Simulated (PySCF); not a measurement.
methanol (CH₄O), SMILES CO.

Geometry: ωB97X-D3(BJ)/def2-TZVP.

All values below come from PySCF with TDDFT-ωB97X/def2-TZVPD.

Vertical excitations. Gas-phase values at a fixed geometry. State labels are in the subgroup Cs.

**Question.** List the lowest excited states. (An estimate is asked for; the answer gives what the named calculation found.)

**Answer.** 
| state | symmetry | energy (eV) | λ (nm) | f | main pairs |
|---|---|---|---|---|---|
| S1 | A" | 7.07 | 175 | 0.004 | HOMO→LUMO 78 % |
| S2 | A" | 8.49 | 146 | 0.043 | HOMO→LUMO+1 80 %, HOMO→LUMO 13 % |
| S3 | A' | 8.90 | 139 | 0.005 | HOMO−1→LUMO 80 % |
| S4 | A" | 9.15 | 136 | 0.013 | HOMO→LUMO+2 84 % |
| S5 | A' | 9.15 | 135 | 0.055 | HOMO→LUMO+3 93 % |
| S6 | A" | 9.78 | 127 | 0.001 | HOMO→LUMO+4 79 % |
| S7 | A' | 10.02 | 124 | 0.080 | HOMO−1→LUMO+1 82 % |
| S8 | A" | 10.21 | 121 | 0.011 | HOMO→LUMO+5 81 % |
| S9 | A' | 10.62 | 117 | 0.012 | HOMO→LUMO+6 77 %, HOMO→LUMO+8 17 % |
| S10 | A' | 10.78 | 115 | 0.073 | HOMO−1→LUMO+2 76 %, HOMO−1→LUMO+4 14 % |
| T1 | A" | 6.81 | 182 | 0 | HOMO→LUMO 72 %, HOMO→LUMO+1 16 % |
| T2 | A" | 8.27 | 150 | 0 | HOMO→LUMO+1 68 %, HOMO→LUMO 19 % |
| T3 | A' | 8.64 | 143 | 0 | HOMO−1→LUMO 74 % |
| T4 | A' | 8.94 | 139 | 0 | HOMO→LUMO+3 93 % |
Triplets are in the Tamm–Dancoff approximation, which puts them higher than full response would, so one can lie above its singlet here.
